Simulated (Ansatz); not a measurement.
## Rock-salt ZrC

These are PBE (Ansatz, a quantum-chemistry and plane-wave program, plane waves, PAW) values and carry that method's errors.

Numerical settings: plane-wave cutoff 500 eV, 14×14×14 k mesh, Fermi–Dirac smearing 0.05 eV, scalar-relativistic PAW data made under PBE.

Cell (relaxed at this level):

ZrC has the cubic space group Fm-3m (No. 225), the rock salt structure, Pearson symbol cF8. Lattice parameters: a = 4.709 Å, b = 4.709 Å, c = 4.709 Å, α = 90.00°, β = 90.00°, γ = 90.00°. Zr on 4a sees 6 C at 2.354 Å (octahedral). C on 4b has 6 Zr at 2.354 Å (octahedral). (Neighbours: up to the widest gap in distance over summed covalent radii, below 1.35, at either atom; cation-cation and far metal-metal contacts left out.)
(The calculation used a cell of 2 atoms; values per cell refer to that cell.)

```json
{
  "volume_per_atom": "13.05 Å³/atom",
  "lattice_parameter_a": "4.709 Å"
}
```

Measured, for comparison: equilibrium volume per atom 12.95 Å³/atom, lattice constant a 4.696 Å (temperature not stated, not corrected to a static lattice; as tabulated in Zhang et al. (2018), doi:10.1088/1367-2630/aac7f0). Computed (rounded) less measured: equilibrium volume per atom +0.8 %, lattice constant a +0.3 %.

Computed values are for the static lattice.

It cost around 11 core-seconds (rough) of CPU time.
